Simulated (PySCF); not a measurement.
**Computed NMR parameters against published values**

Numbering as in the mapped SMILES `[N:1]#[N:2]`.

- PBE0-D3(BJ)/def2-SVP structure
- shielding tensors at PBE0/pcSseg-1 (GIAO)
- code: PySCF
- no solvent, rapidly exchanging positions averaged, non-relativistic Hamiltonian, single conformer

Reference values: measured (gas; L. Olsson, D. Cremer, J. Chem. Phys. 105 (1996) 8995).
| atoms | quantity | reference | computed |
| --- | --- | --- | --- |
| N1/N2 | δ $^{15}$N vs gaseous NH3 | 326.1 | 361.6 |

Reference values: measured (gas; G. L. Stoychev, PhD thesis, Univ. Bonn 2021 (Stoychev, Auer, Izsak, Neese, JCTC 2018, 14, 619)).
```tsv
atoms	quantity	reference	computed
N1/N2	σ $^{15}$N	-61.6	-95.9
```

Reference values: measured (gas; Olsson, Cremer, J. Chem. Phys. 1996, 105, 8995 (gas-phase data of Jameson 1987, Jameson 1981, Wasylishen 1984)).
| atoms | quantity | reference | computed |
| --- | --- | --- | --- |
| N1/N2 | δ $^{15}$N vs NH3 (gas) | 326.1 | 361.6 |

Reference values: CCSD(T)/cc-pCVQZ (gas (isolated, no vibration); M. Glasbrenner, PhD thesis, LMU Munich (RPA NMR shieldings paper, SI)).
```csv
atoms,quantity,reference,computed
N1/N2,σ $^{15}$N,-60.2,-95.9
```

Reference values: CCSD(T)/pcSseg-4 (gas (isolated, no vibration); G. L. Stoychev, PhD thesis, Univ. Bonn 2021 (Stoychev, Auer, Izsak, Neese, JCTC 2018, 14, 619)).
```tsv
atoms	quantity	reference	computed
N1/N2	σ $^{15}$N	-61.2	-95.9
```

Reference values: CCSD(T)/aug-cc-pCV[TQ]Z extrapolated (gas (isolated, no vibration); Teale, Lutnaes, Helgaker, Tozer, Gauss, JCP 2013, 138, 024111, as tabulated in M. Glasbrenner, PhD thesis, LMU Munich (SI Table 24)).
```
atoms    quantity  reference  computed
N1/N2  σ $^{15}$N      -60.4     -95.9
```

Absolute shieldings are compared as such; zero-point and thermal motion, absent here, lowers them by some tenths of a ppm for H, a few ppm for C and up to about 10 ppm for F.

Computed shifts are σ(ref) − σ with the named reference compound (TMS for H and C) calculated as an isolated molecule at the same level.

Question: How far are the unscaled $^{15}$N shifts from the references?

Answer: Mean signed difference +35.50 ppm, mean absolute 35.50 ppm over 2 comparisons; the largest is +35.5 ppm at N1/N2 (nitrogen bonded to N).

Question: How far are the unscaled $^{15}$N shieldings from the references?

Answer: Mean signed difference -35.05 ppm, mean absolute 35.05 ppm over 4 comparisons; the largest is -35.7 ppm at N1/N2 (nitrogen bonded to N).

6 of the 15 published NMR values on file for this molecule are compared. The rest: other calculations.
